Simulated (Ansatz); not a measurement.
**How far each method lies from UCCSDT(Q) for [Br···H···GeH$_{3}$], doublet**

Geometry: a point of a hydrogen-transfer path between rigid fragments, not a stationary point.

```xyz
6

Br   -1.8661    0.0000    0.0000
H    -0.4455    0.0000    0.0000
Ge    1.9579    0.0000    0.0000
H     2.4266   -1.4659    0.0000
H     2.4266    0.7330   -1.2695
H     2.4266    0.7330    1.2695
```

Basis cc-pVDZ; Ansatz 0.2.0. Correlated methods freeze the noble-gas cores and the filled d shells of p-block atoms, which leaves 15 electrons in 46 orbitals. Prefix R: restricted or restricted open-shell reference; prefix U: unrestricted. Active spaces: valence = (15e, 12o) chosen from the atoms' valence shells. No spin–orbit coupling is included, and no scalar relativity.

Full CI isn't at hand for all of this; UCCSDT(Q) serves as the reference, and is uncertain by about the last step of the cluster series. The frozen core follows each run's orbitals, which can shift R against U totals by a few meV for light atoms and by up to 0.1 eV past Ca.

The UHF ⟨S²⟩ is 0.756, the T1 diagnostic (RCCSD) is 0.0121 and the largest doubles amplitude (RCCSD) is 0.049. The T1 diagnostic (UCCSD) is 0.0092.

From what is known of these methods and the diagnostics, rank them by the size of their error in total energy against UCCSDT(Q) in cc-pVDZ, smallest first (an estimate: the text doesn't fix the numbers).
A. UMP2
B. UCCSD(T)
C. UCCSDT
D. UHF
E. UCCSD

C (0.19 kcal/mol), B (0.70 kcal/mol), E (3.56 kcal/mol), A (28.67 kcal/mol), D (167.23 kcal/mol).

All errors are against UCCSDT(Q) in cc-pVDZ. Within each family the higher level lies nearer, as is usual though not guaranteed.

Natural occupations of CASSCF (valence space) about the gap: 1.985 1.974 1.971 1.971 1.002 0.032 0.026 0.021 0.021; effectively unpaired electrons, Σ n²(2−n)², 1.02.
